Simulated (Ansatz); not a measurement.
Rock-salt RbBr, treated with r²SCAN0 in Ansatz (plane waves, PAW).

Settings: plane-wave cutoff 520 eV, 6×6×6 k mesh, Fermi–Dirac smearing 0.01 eV, scalar-relativistic PAW data made under PBE.

The direct gap at Γ against volume; x = 100 ln(V/41.263 Å³). One gap is withheld.

| V (Å³/atom) | x | gap (eV) |
|---|---|---|
| 39.199 | -5.13 | 6.616 |
| 40.283 | -2.40 | 6.539 |
| 41.263 | 0.00 | 6.472 |
| 42.294 | 2.47 | 6.406 |
| 43.326 | 4.88 | ? |

Problem. Fit a straight line to the rows shown, give the volume deformation potential and predict the withheld gap.

Solution. Means of the 4 rows: x̄ = -1.265, ȳ = 6.5082 eV. Σ(x − x̄)(y − ȳ) = -0.8791 and Σ(x − x̄)² = 31.777, so the slope is -0.0277 eV per unit of x, and dE_g/d ln V = -2.8 eV. At x = 4.88: 6.5082 + (-0.0277) × (4.88 − (-1.265)) = 6.338 eV. The run gives 6.343 eV, 0.005 eV above the line.

Measured, for comparison: band gap 7.2 eV (temperature not stated, no zero-point or thermal correction; as tabulated in Aguado et al. (1998), arXiv:cond-mat/9809176).

Spin–orbit coupling is not included.

Ansatz is a quantum-chemistry and plane-wave program.
